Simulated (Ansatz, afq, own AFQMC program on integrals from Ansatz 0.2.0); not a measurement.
Where AFQMC and coupled cluster stand for CHSi, quartet

```yaml
atoms:
  - { symbol: Si, position_ang: [0.0000, 0.0217, 0.4886] }
  - { symbol: C, position_ang: [0.0000, -0.1035, -0.9911] }
  - { symbol: H, position_ang: [0.0000, 0.6300, -1.8051] }
```

Connectivity, by distances: Si–CH.

Basis cc-pVDZ. Only valence electrons are correlated. Integrals, coupled cluster, full CI and functionals: Ansatz 0.2.0; the random walks run on the same integrals in our own AFQMC program. ph-AFQMC/CISD is guided by a CISD state made of CCSD amplitudes; releasing the constraint for a short imaginary time cuts its bias at the price of noise, slowly where states lie close. Uncertainties: one standard error, sampling alone.

Determinant: UHF, the one that the program's search chose, which needn't be the lowest solution. The geometry is a point of a scan.

No full CI on the walks' own integrals is used here; CCSDT(Q) serves as the reference and is uncertain by about the last step of the cluster series.

Cautions: lower spins were not checked; higher spins were not checked; strong correlation (T1 0.060, weight of the determinant 0.84, largest double 0.06); unrestricted determinant spin contaminated (⟨S²⟩ 3.88 against 3.75); the ph-AFQMC/CISD walk drifts between its halves (2.5 errors).

- T1 diagnostic: 0.0605
- weight of the determinant in the CISD state: 0.836
- ⟨S²⟩ of the determinant: 3.883
- size of the correlated space: 9 electrons in 31 orbitals

```json
{"level": "MP2", "correlation energy (eV)": "-3.7526"}
{"level": "CCSD", "correlation energy (eV)": "-4.7827"}
{"level": "CCSD(T)", "correlation energy (eV)": "-4.9294"}
```

Question: Estimate where phaseless AFQMC with the Hartree–Fock trial lies against CCSD(T) on the same integrals.

Answer: 4.3 ± 3.7 kJ/mol above CCSD(T). The gap is under twice the noise, so this walk alone can't tell the two apart.

Reference: CCSDT(Q), correlation energy -4.979 eV. The released energy is read at 2.40 1/Eh (meV from the phaseless value at times in 1/Eh: -11 ± 12 at 0.24, -27 ± 11 at 0.51, -29 ± 13 at 0.99, -51 ± 14 at 1.62, -12 ± 17 at 2.40).

| level | E − E(reference) (kJ/mol) | share of correlation (%) |
| --- | --- | --- |
| CCSD(T) | 4.7 | 99.01 |
| CCSDT | 1.2 | 99.76 |
| ph-AFQMC/HF | 9.0 ± 3.7 | 98.12 |
| ph-AFQMC/CISD | 3.8 ± 0.9 | 99.21 |
| released AFQMC | 2.6 ± 1.7 | 99.45 |

Released energies are given only where the last usable release times agree within the noise; a slower fall can still hide under it.
